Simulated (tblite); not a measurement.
A geometry optimisation, step by step.

Species: C5H8N (doublet state).
Numbering: `[CH3:1]/[N:2]=[CH:3]\[C:4]1[CH2:5][CH2:6]1` (hydrogens: H7, H8, H9 on C1; H10 on C3; H11, H12 on C5; H13, H14 on C6)
Bond orders are those of one Lewis drawing.

Computed with GFN2-xTB (tblite), gas phase: L-BFGS steps from a force-field or distance-geometry start until the largest atomic force falls under 0.01 eV/Å. 10 of its 87 geometries are shown.

Step 0: E = -477.4583 eV, largest atomic force 3.019 eV/Å
```
atom  x, y, z in Å  |  force x, y, z in eV/Å
C1      2.380    0.128    0.174    0.232  -0.058   0.939
N2      1.567   -0.581    1.121   -0.067  -0.530   0.780
C3      0.310   -0.730    1.049    1.263   1.678  -2.169
C4     -0.441   -0.119   -0.110   -1.492  -0.916   2.410
C5     -1.436    0.965    0.107   -1.399  -0.406  -0.974
C6     -1.919   -0.472   -0.060    0.714  -0.089   0.249
H7      1.778    0.700   -0.552    0.205  -0.228   0.075
H8      3.067   -0.592   -0.310   -0.499   0.300   0.044
H9      3.035    0.790    0.801   -0.582  -0.300  -0.655
H10    -0.241   -1.284    1.813    0.356   0.070  -0.395
H11    -1.680    1.377    1.082    0.627   0.277  -0.131
H12    -1.796    1.579   -0.741    0.765  -0.108   0.618
H13    -2.372   -0.783   -0.994   -0.203   0.125   0.337
H14    -2.254   -0.979    0.877    0.080   0.185  -1.127
```

Step 10: E = -478.1044 eV, largest atomic force 0.422 eV/Å
```
atom  x, y, z in Å  |  force x, y, z in eV/Å
C1      2.421    0.140    0.214   -0.242  -0.008  -0.019
N2      1.614   -0.558    1.163    0.068   0.020   0.085
C3      0.360   -0.666    1.004    0.071  -0.370   0.190
C4     -0.552   -0.148    0.051    0.106  -0.031   0.158
C5     -1.530    0.951    0.100   -0.006  -0.098   0.046
C6     -1.981   -0.492   -0.028   -0.178   0.040  -0.018
H7      1.785    0.655   -0.519    0.173   0.111  -0.121
H8      3.051   -0.592   -0.306   -0.051   0.167   0.127
H9      3.062    0.846    0.750   -0.046  -0.083  -0.116
H10    -0.119   -1.362    1.713    0.182  -0.001  -0.161
H11    -1.631    1.472    1.049   -0.059  -0.045  -0.088
H12    -1.659    1.605   -0.750   -0.007  -0.056  -0.075
H13    -2.393   -0.807   -0.976    0.048   0.107  -0.115
H14    -2.429   -1.043    0.793   -0.059   0.248   0.106
```

Step 19: E = -478.2510 eV, largest atomic force 0.255 eV/Å
```
atom  x, y, z in Å  |  force x, y, z in eV/Å
C1      2.401    0.208    0.206   -0.125  -0.039   0.014
N2      1.637   -0.512    1.167   -0.024  -0.044   0.065
C3      0.380   -0.777    1.042    0.117  -0.188  -0.084
C4     -0.629   -0.235    0.262   -0.012   0.006  -0.016
C5     -1.499    0.935    0.091    0.122  -0.013   0.000
C6     -2.057   -0.470    0.015   -0.074   0.174   0.047
H7      1.821    0.709   -0.581   -0.108   0.014   0.079
H8      3.036   -0.552   -0.269    0.071   0.202  -0.013
H9      3.056    0.928    0.708   -0.118  -0.126  -0.004
H10     0.078   -1.652    1.640    0.016   0.134  -0.121
H11    -1.685    1.524    0.983    0.013   0.043  -0.089
H12    -1.496    1.521   -0.818    0.121   0.018   0.002
H13    -2.340   -0.778   -0.986   -0.007  -0.198   0.160
H14    -2.703   -0.851    0.797    0.006   0.017  -0.040
```

Step 29: E = -478.4087 eV, largest atomic force 0.258 eV/Å
```
atom  x, y, z in Å  |  force x, y, z in eV/Å
C1      2.299    0.268    0.213   -0.029  -0.076   0.103
N2      1.661   -0.653    1.086    0.085  -0.133   0.002
C3      0.397   -0.945    0.993   -0.047   0.112  -0.051
C4     -0.656   -0.287    0.412    0.023  -0.029   0.093
C5     -1.380    0.923    0.027    0.254   0.037  -0.028
C6     -2.072   -0.427    0.086   -0.099   0.150  -0.023
H7      1.629    0.766   -0.499    0.038   0.063   0.083
H8      3.049   -0.311   -0.340   -0.046   0.087  -0.052
H9      2.859    0.990    0.814   -0.117   0.064  -0.050
H10     0.129   -1.875    1.491    0.027  -0.116   0.051
H11    -1.630    1.615    0.830    0.075  -0.029  -0.142
H12    -1.155    1.433   -0.901   -0.098  -0.116  -0.100
H13    -2.318   -0.973   -0.820   -0.034   0.195   0.054
H14    -2.814   -0.526    0.866   -0.032  -0.210   0.060
```

Step 38: E = -478.5151 eV, largest atomic force 0.283 eV/Å
```
atom  x, y, z in Å  |  force x, y, z in eV/Å
C1      2.180    0.305    0.240    0.113  -0.015   0.037
N2      1.694   -0.840    0.938    0.050   0.176  -0.092
C3      0.413   -1.085    0.966   -0.011   0.155  -0.054
C4     -0.632   -0.318    0.516   -0.094  -0.136  -0.059
C5     -1.232    0.897   -0.037    0.042  -0.104   0.023
C6     -2.050   -0.366    0.184   -0.223   0.147  -0.093
H7      1.429    0.834   -0.358    0.044  -0.050  -0.001
H8      3.004   -0.030   -0.405   -0.129   0.085   0.114
H9      2.604    1.013    0.961    0.022  -0.103   0.001
H10     0.150   -2.038    1.414    0.010  -0.057   0.013
H11    -1.418    1.739    0.625    0.127  -0.094  -0.087
H12    -0.982    1.196   -1.054   -0.096  -0.026   0.138
H13    -2.358   -0.923   -0.693    0.051  -0.055   0.043
H14    -2.805   -0.385    0.962    0.097   0.079   0.018
```

Step 48: E = -478.5480 eV, largest atomic force 0.195 eV/Å
```
atom  x, y, z in Å  |  force x, y, z in eV/Å
C1      2.131    0.352    0.267    0.048   0.023  -0.003
N2      1.680   -0.862    0.851    0.177  -0.028   0.077
C3      0.408   -1.146    0.928    0.013   0.031  -0.055
C4     -0.651   -0.390    0.509   -0.055  -0.034  -0.066
C5     -1.166    0.838   -0.092    0.057  -0.045  -0.004
C6     -2.079   -0.332    0.225   -0.012   0.093  -0.056
H7      1.375    0.899   -0.304    0.026   0.058   0.048
H8      2.980    0.124   -0.383    0.011  -0.068   0.000
H9      2.522    0.996    1.063   -0.060  -0.007  -0.006
H10     0.196   -2.115    1.373   -0.017   0.013  -0.022
H11    -1.209    1.722    0.533   -0.077   0.024  -0.001
H12    -0.947    1.069   -1.128   -0.022  -0.030  -0.007
H13    -2.442   -0.921   -0.608   -0.076  -0.017   0.010
H14    -2.798   -0.234    1.025   -0.012  -0.015   0.084
```

Step 57: E = -478.5629 eV, largest atomic force 0.074 eV/Å
```
atom  x, y, z in Å  |  force x, y, z in eV/Å
C1      2.163    0.359    0.290   -0.010   0.018   0.006
N2      1.680   -0.835    0.891    0.045   0.020   0.011
C3      0.409   -1.141    0.897   -0.010   0.020   0.024
C4     -0.655   -0.426    0.418    0.022   0.030   0.012
C5     -1.184    0.823   -0.119    0.015   0.024  -0.026
C6     -2.099   -0.338    0.224    0.018   0.034  -0.022
H7      1.428    0.933   -0.284   -0.019  -0.027  -0.008
H8      3.006    0.095   -0.358   -0.044  -0.014   0.047
H9      2.566    1.000    1.081    0.012  -0.036   0.002
H10     0.193   -2.097    1.369    0.000  -0.026  -0.069
H11    -1.189    1.697    0.522   -0.017   0.003  -0.007
H12    -1.019    1.069   -1.161   -0.035  -0.009  -0.027
H13    -2.547   -0.887   -0.596    0.008  -0.025   0.037
H14    -2.751   -0.253    1.083    0.016  -0.011   0.020
```

Step 67: E = -478.5695 eV, largest atomic force 0.027 eV/Å
```
atom  x, y, z in Å  |  force x, y, z in eV/Å
C1      2.154    0.369    0.320    0.003   0.001   0.005
N2      1.682   -0.843    0.893    0.004  -0.009  -0.021
C3      0.413   -1.155    0.865    0.010   0.006   0.010
C4     -0.642   -0.427    0.389   -0.002   0.008   0.020
C5     -1.177    0.817   -0.156   -0.016   0.022  -0.001
C6     -2.091   -0.326    0.246   -0.003   0.016  -0.009
H7      1.409    0.941   -0.243    0.005   0.003  -0.008
H8      2.994    0.120   -0.333    0.016   0.003   0.002
H9      2.553    0.995    1.123    0.019  -0.003   0.014
H10     0.191   -2.127    1.300   -0.010   0.002  -0.006
H11    -1.161    1.709    0.460    0.005  -0.010  -0.007
H12    -1.047    1.033   -1.210   -0.018  -0.017  -0.001
H13    -2.583   -0.892   -0.533   -0.001  -0.014  -0.005
H14    -2.696   -0.213    1.136   -0.013  -0.008   0.006
```

Step 76: E = -478.5708 eV, largest atomic force 0.041 eV/Å
```
atom  x, y, z in Å  |  force x, y, z in eV/Å
C1      2.168    0.365    0.322   -0.001  -0.002   0.006
N2      1.684   -0.847    0.886    0.000   0.007  -0.040
C3      0.412   -1.147    0.862    0.024  -0.005  -0.005
C4     -0.644   -0.413    0.396    0.004   0.003  -0.001
C5     -1.190    0.822   -0.158   -0.027   0.019   0.002
C6     -2.094   -0.327    0.252    0.010   0.009  -0.010
H7      1.430    0.946   -0.241    0.002  -0.001   0.001
H8      3.012    0.117   -0.328   -0.013  -0.005   0.018
H9      2.567    0.984    1.132    0.006  -0.010   0.008
H10     0.182   -2.122    1.285    0.008   0.001   0.022
H11    -1.179    1.718    0.453   -0.008  -0.018  -0.031
H12    -1.069    1.028   -1.216    0.011   0.001   0.023
H13    -2.573   -0.907   -0.527   -0.014   0.007   0.014
H14    -2.705   -0.217    1.139    0.000  -0.008  -0.007
```

Step 86: E = -478.5718 eV, largest atomic force 0.008 eV/Å
```
atom  x, y, z in Å  |  force x, y, z in eV/Å
C1      2.172    0.366    0.327    0.001   0.001   0.001
N2      1.688   -0.862    0.852   -0.003   0.003  -0.002
C3      0.413   -1.149    0.850    0.003   0.000   0.001
C4     -0.646   -0.406    0.405   -0.003  -0.002  -0.001
C5     -1.195    0.819   -0.170   -0.002   0.003   0.003
C6     -2.096   -0.323    0.263    0.004  -0.003  -0.004
H7      1.438    0.963   -0.225    0.000  -0.004   0.002
H8      3.024    0.138   -0.319   -0.001   0.003  -0.002
H9      2.560    0.962    1.159    0.006   0.001   0.001
H10     0.185   -2.125    1.274   -0.004   0.003  -0.002
H11    -1.186    1.727    0.421   -0.001  -0.004  -0.001
H12    -1.073    1.006   -1.230    0.002  -0.007   0.004
H13    -2.581   -0.917   -0.501   -0.002   0.004   0.006
H14    -2.703   -0.198    1.151   -0.001   0.001  -0.005
```

Problem. Summarise the path.

Solution. The energy falls by 1.1136 eV from step 0 to step 86; nine tenths of that is first reached at step 34. It falls at every step. The largest force goes from 3.019 to 0.008 eV/Å. Among the bonds C3–C4 changes most, from 1.511 to 1.368 Å; the atoms move by 0.689 Å rms after alignment.

The cost below is that of the whole relaxation. On an Arm Neoverse V1 with one thread (shared host), this took 0.39 s.
